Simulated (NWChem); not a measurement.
System: SiH2, triplet; SMILES of the neutral closed-shell parent [SiH2]

NWChem input:

```
start job
memory heap 200 mb stack 900 mb global 1100 mb
geometry units angstroms noautoz
  Si     0.000000     0.000000     0.138415
  H      1.298303     0.000000    -0.625202
  H     -1.298303     0.000000    -0.625202
end
basis spherical
  * library 6-31g*
end
dft
  odft
  mult 3
  xc bhlyp
  iterations 150
  mulliken
end
task dft energy
```

NWChem printed, in part:

```
             Northwest Computational Chemistry Package (NWChem) 7.3.0
             --------------------------------------------------------

 C2V symmetry detected

                             Geometry "geometry" -> ""
                             -------------------------

 Output coordinates in angstroms (scale by  1.889725989 to convert to a.u.)

  No.       Tag          Charge          X              Y              Z
 ---- ---------------- ---------- -------------- -------------- --------------
    1 Si                  14.0000     0.00000000     0.00000000     0.09545213
    2 H                    1.0000     1.29830300     0.00000000    -0.66816488
    3 H                    1.0000    -1.29830300     0.00000000    -0.66816488

 Effective nuclear repulsion energy (a.u.)      10.0409732177

      Symmetry information
      --------------------

 Group name             C2v
 Group number             16
 Group order               4
 No. of unique centers     2

                                 NWChem DFT Module
                                 -----------------

 Summary of "ao basis" -> "ao basis" (spherical)
 ------------------------------------------------------------------------------
       Tag                 Description            Shells   Functions and Types
 ---------------- ------------------------------  ------  ---------------------
 Si                          6-31g*                  8       18   4s3p1d
 H                           6-31g*                  2        2   2s

      Symmetry analysis of basis
      --------------------------

        a1         11
        a2          1
        b1          6
        b2          4

            General Information
            -------------------
          SCF calculation type: DFT
          Wavefunction type:  spin polarized.
          No. of atoms     :     3
          No. of electrons :    16
           Alpha electrons :     9
            Beta electrons :     7
          Charge           :     0
          Spin multiplicity:     3
          Use of symmetry is: on ; symmetry adaption is: on
          Maximum number of iterations: 150
          AO basis - number of functions:    22
                     number of shells:    12
          Convergence on energy requested:  1.00D-06
          Convergence on density requested:  1.00D-05
          Convergence on gradient requested:  5.00D-04

              XC Information
              --------------
                        BHLYP Method XC Functional
                     Hartree-Fock (Exact) Exchange  0.500
                        Slater Exchange Functional  0.500 local
                    Becke 1988 Exchange Functional  0.500 non-local
              Lee-Yang-Parr Correlation Functional  1.000

             Grid Information
             ----------------
          Grid used for XC integration:  medium
          Radial quadrature: Mura-Knowles
          Angular quadrature: Lebedev.
          Tag              B.-S. Rad. Rad. Pts. Rad. Cut. Ang. Pts.
          ---              ---------- --------- --------- ---------
          Si                  1.10       88           7.0       590
          H                   0.35       45           8.0       434
          Grid pruning is: on
          Number of quadrature shells:   133
          Spatial weights used:  Erf1

      Superposition of Atomic Density Guess
      -------------------------------------

 Sum of atomic energies:        -289.81377260

      Non-variational initial energy
      ------------------------------

 Total energy =    -289.778019
 1-e energy   =    -421.346634
 2-e energy   =     121.527642
 HOMO         =      -0.184340
 LUMO         =      -0.090279

   Symmetry analysis of molecular orbitals - initial alpha
   -------------------------------------------------------

  Numbering of irreducible representations:

     1 a1          2 a2          3 b1          4 b2

  Orbital symmetries:

     1 a1          2 a1          3 b1          4 a1          5 b2
     6 a1          7 b1          8 a1          9 b2         10 a1
    11 b1         12 a1         13 b1         14 a1         15 b2
    16 a2         17 a1         18 b2         19 b1

   Symmetry analysis of molecular orbitals - initial beta
   ------------------------------------------------------

  Numbering of irreducible representations:

     1 a1          2 a2          3 b1          4 b2

  Orbital symmetries:

     1 a1          2 a1          3 b1          4 a1          5 b2
     6 a1          7 b1          8 a1          9 b2         10 a1
    11 b1         12 a1         13 b1         14 a1         15 b2
    16 a2         17 a1         18 b2         19 b1

     ---------------------------------------------
      Total Density - Mulliken Population Analysis
     ---------------------------------------------

    Atom       Charge   Shell Charges
 -----------   ------   -------------------------------------------------------
    1 Si  14    13.98   2.00  2.00  5.97  1.07  1.39  0.48  1.02  0.04
    2 H    1     1.01   0.44  0.57
    3 H    1     1.01   0.44  0.57

     --------------------------------------------
      Spin Density - Mulliken Population Analysis
     --------------------------------------------

    Atom       Charge   Shell Charges
 -----------   ------   -------------------------------------------------------
    1 Si  14     1.80   0.00  0.00  0.01  0.10  0.75  0.09  0.84  0.00
    2 H    1     0.10   0.04  0.06
    3 H    1     0.10   0.04  0.06

   convergence    iter        energy       DeltaE   RMS-Dens  Diis-err
 ---------------- ----- ----------------- --------- --------- ---------
 d= 0,ls=0.0,diis     1   -290.5373772875 -3.01D+02  1.29D-02  1.89D-02
                                                     5.88D-03  1.02D-02
 d= 0,ls=0.0,diis     2   -290.5552838922 -1.79D-02  1.89D-03  7.40D-04
                                                     2.42D-03  9.24D-04
 d= 0,ls=0.0,diis     3   -290.5563571482 -1.07D-03  1.00D-03  1.24D-04
                                                     3.79D-04  4.75D-05
 d= 0,ls=0.0,diis     4   -290.5564879395 -1.31D-04  2.26D-04  3.35D-06
                                                     2.77D-04  9.57D-06
 d= 0,ls=0.0,diis     5   -290.5565047721 -1.68D-05  1.08D-04  8.19D-07
                                                     6.53D-05  4.59D-07
  Resetting Diis
 d= 0,ls=0.0,diis     6   -290.5565063719 -1.60D-06  3.51D-05  5.05D-08
                                                     2.59D-05  7.58D-08
 d= 0,ls=0.0,diis     7   -290.5565065270 -1.55D-07  5.98D-06  3.46D-09
                                                     3.47D-06  2.61D-09

         Total DFT energy =     -290.556506527009
      One electron energy =     -421.884474692488
           Coulomb energy =      142.876823093383
    Exchange-Corr. energy =      -21.589828145594
 Nuclear repulsion energy =       10.040973217689

 Numeric. integr. density =       15.999996781028

                  Occupations of the irreducible representations
                  ----------------------------------------------

                     irrep           alpha         beta
                     --------     --------     --------
                     a1                5.0          4.0
                     a2                0.0          0.0
                     b1                2.0          2.0
                     b2                2.0          1.0

                    DFT Final Alpha Molecular Orbital Analysis
                    ------------------------------------------

 Vector    7  Occ=1.000000D+00  E=-4.330140D-01  Symmetry=b1
              MO Center= -1.2D-15, -7.8D-17, -4.4D-01, r^2= 2.2D+00
   Bfn.  Coefficient  Atom+Function         Bfn.  Coefficient  Atom+Function
  ----- ------------  ---------------      ----- ------------  ---------------
     7      0.408489  1 Si px                20      0.275145  2 H  s
    22     -0.275145  3 H  s                 19      0.244827  2 H  s
    21     -0.244827  3 H  s                  3     -0.169069  1 Si px
    17      0.077293  1 Si d  1              11      0.061546  1 Si px

 Vector    8  Occ=1.000000D+00  E=-3.100030D-01  Symmetry=a1
              MO Center=  2.2D-16, -1.8D-16,  3.4D-01, r^2= 2.2D+00
   Bfn.  Coefficient  Atom+Function         Bfn.  Coefficient  Atom+Function
  ----- ------------  ---------------      ----- ------------  ---------------
     9      0.526112  1 Si pz                10      0.337552  1 Si s
     6      0.299741  1 Si s                 13      0.246636  1 Si pz
    20     -0.241408  2 H  s                 22     -0.241408  3 H  s
     5     -0.197169  1 Si pz                19     -0.149626  2 H  s
    21     -0.149626  3 H  s                  2     -0.115147  1 Si s

 Vector    9  Occ=1.000000D+00  E=-2.366787D-01  Symmetry=b2
              MO Center= -9.1D-17,  1.3D-16,  1.1D-01, r^2= 2.4D+00
   Bfn.  Coefficient  Atom+Function         Bfn.  Coefficient  Atom+Function
  ----- ------------  ---------------      ----- ------------  ---------------
     8      0.642298  1 Si py                12      0.477155  1 Si py
     4     -0.230738  1 Si py

 Vector   10  Occ=0.000000D+00  E= 8.099460D-02  Symmetry=a1
              MO Center= -4.7D-16, -1.4D-16, -5.3D-01, r^2= 3.4D+00
   Bfn.  Coefficient  Atom+Function         Bfn.  Coefficient  Atom+Function
  ----- ------------  ---------------      ----- ------------  ---------------
    10      1.083356  1 Si s                 20     -1.005924  2 H  s
    22     -1.005924  3 H  s                 13     -0.944607  1 Si pz
     6      0.334457  1 Si s                  9     -0.252299  1 Si pz
    19     -0.156525  2 H  s                 21     -0.156525  3 H  s
    18     -0.138518  1 Si d  2               2     -0.124338  1 Si s

[...]
```

Level: BHandHLYP/6-31G* (spherical d), spin-unrestricted. In the optimisation the excess spin sits in a1 and b2 (C2v, its own frame). Geometry: optimised at PBE-D3(BJ)/def2-SVP, spin-unrestricted. The spin multiplicity was typed, not searched, and may not be the lowest. No stability test was run on the SCF state.
